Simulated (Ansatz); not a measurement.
**AlSiH₃ (triplet): wave-function methods side by side at distance Al1–H4 along a hydrogen transfer = 1.586 Å, cc-pVTZ**

How much of the correlation energy of AlSiH₃ (triplet) does each wave-function method recover here?

Method: cc-pVTZ, core rule «outside noble gas», up to 10 orbitals frozen; program: Ansatz 0.2.0, Gaussian basis.

To be run: UHF; CCSD(T) on ROHF; CCSD(T) on UHF; BCCD(T) on ROHF; CISD; CCSDT(Q) on ROHF; CCSDT(Q) on UHF; CASSCF and NEVPT2, 4 electrons in 4 orbitals.

5 further runs of the same task are left out: 5 for a known fault of the program.

## 1. The system

The geometry derives from fragments relaxed apart (PBE0/def2-TZVP) and kept rigid, so it is no stationary point. A hydrogen atom is moved between rigid fragments.

5 atoms, charge 0, spin multiplicity 3.

Atoms are counted from 1 here; the program's logs count them from 0.

Bond lengths: Al1–H2 1.586 Å, Al1–H3 1.586 Å, Al1–H4 1.586 Å. Angles: H2–Al1–H3 120.0°, H2–Al1–H4 120.0°, H3–Al1–H4 120.0°.

## 2. UHF

in.yaml

```yaml
crystal:
  periodic: [false, false, false]
  atoms:
    - {symbol: Al, position_ang: [-1.871050, 0.000000, 0.000000]}
    - {symbol: H, position_ang: [-2.663973, 1.373384, 0.000000]}
    - {symbol: H, position_ang: [-2.663973, -1.373384, 0.000000]}
    - {symbol: H, position_ang: [-0.285202, 0.000000, 0.000000]}
    - {symbol: Si, position_ang: [1.998950, 0.000000, 0.000000]}
basis:
  gaussian: {orbitals: cc-pVTZ}
magnetization: {spin_polarized: true, initial_magnetization: 2}
hamiltonian: {xc: hf}
output: {orbitals: {seedname: orbitals}}
```

Started as:

```
$ ansatz run in.yaml --threads 1 --pin off --events-out ev --progress --plain --max-ram 4096MiB --backend cpu
```

The runs that follow: CCSD(T) on ROHF; CCSD(T) on UHF; BCCD(T) on ROHF; CISD; CCSDT(Q) on ROHF; CCSDT(Q) on UHF; CASSCF and NEVPT2, 4 electrons in 4 orbitals.

Q: Predict the results of all the runs planned. Wanted: UCCSDT(Q) below the RHF energy; RMP2 from UCCSDT(Q); UMP2 from UCCSDT(Q); RCCSD from UCCSDT(Q); RCCSD(T) from UCCSDT(Q); UCCSD(T) from UCCSDT(Q); RCCSDT(Q) from UCCSDT(Q); T1 diagnostic.

The runs gave:

| quantity | value |
| --- | --- |
| UCCSDT(Q) below the RHF energy | -5.6429 eV |
| RMP2 from UCCSDT(Q) | +1276.4 meV |
| UMP2 from UCCSDT(Q) | +1291.3 meV |
| RCCSD from UCCSDT(Q) | +184.3 meV |
| RCCSD(T) from UCCSDT(Q) | +41.7 meV |
| UCCSD(T) from UCCSDT(Q) | +40.7 meV |
| RCCSDT(Q) from UCCSDT(Q) | +1.3 meV |
| levels within 1 kcal/mol (43 meV) | RCCSD(T), UCCSD(T), BCCD(T), RCCSDT, UCCSDT, RCCSDT(Q) |
| T1 diagnostic | 0.018 |

**Reading.** RCCSD(T) misses by +41.7 meV, 0.7 % of the correlation energy. These misses are within one basis, not against nature; the frozen cores of restricted and unrestricted runs differ, which can shift their rows.
